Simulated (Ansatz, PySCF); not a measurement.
System: H2O2, charge 0, singlet. H2O2 (hydrogen peroxide, SMILES OO).
B3LYP-D3(BJ)/def2-TZVP minimum from Ansatz (an electronic-structure program):
```
O
H 1 0.9680
O 1 1.4504 2 100.54
H 3 0.9680 1 100.54 2 115.91
```

Total energies in hartree (Ansatz). UHF or UKS for unpaired electrons; spin-orbit terms are left out. Cores are frozen in correlated methods. No relativity. Where a partner has so few electrons that a lower coupled-cluster level is exact, that level stands in.

| species | HF/cc-pVTZ | CCSD(T)/cc-pVTZ | HF/cc-pVQZ | CCSD(T)/cc-pVQZ | CCSDT(Q)/cc-pVTZ |
|---|---|---|---|---|---|
| 1: H2O2 (hydrogen peroxide, SMILES OO) | -150.83573 | -151.35850 | -150.84801 | -151.40811 | -151.35976 |
| 2: O (triplet) | -74.81176 | -74.97396 | -74.81729 | -74.99357 | -74.97430 |
| 3: H (doublet) | -0.49981 | -0.49981 | -0.49995 | -0.49995 | -0.49981 |

### Question
Work out the enthalpy of formation at 298 K (by atomisation, with ideal-gas terms from PySCF's Hessian at B3LYP-D3(BJ)/def2-TZVP and the atoms' measured values of the G2/97 table; no spin-orbit terms) in kcal/mol: take Hartree-Fock from cc-pVQZ, extrapolate the CCSD(T) correlation energy as X^-3 (X = 3, 4), and add CCSDT(Q) - CCSD(T) in cc-pVTZ. The further terms named in the bracket sum to +0.37655 hartree. 1 hartree = 627.51 kcal/mol.

### Answer

Species 1: correlation (64·(-0.56010) - 27·(-0.52277))/37 = -0.58734; step -0.00126; E1 = -150.84801 + (-0.58734) + (-0.00126) = -151.43661
Species 2: correlation (64·(-0.17628) - 27·(-0.16220))/37 = -0.18655; step -0.00034; E2 = -74.81729 + (-0.18655) + (-0.00034) = -75.00418
Species 3: correlation (64·(0.00000) - 27·(0.00000))/37 = 0.00000; step +0.00000; E3 = -0.49995 + (0.00000) + (+0.00000) = -0.49995
+1·E1 -2·E2 -2·E3 +0.37655 = -0.05180 hartree = -32.5 kcal/mol. Measured: -32.4 kcal/mol, -135.4 kJ/mol (Active Thermochemical Tables 1.112 (ions: stationary electron), as tabulated in the package chemicals); atomic spin-orbit terms, which the calculations lack, would raise the computed values. The composite differs from it by -0.1 kcal/mol; core, relativistic and spin-orbit terms are not in it.
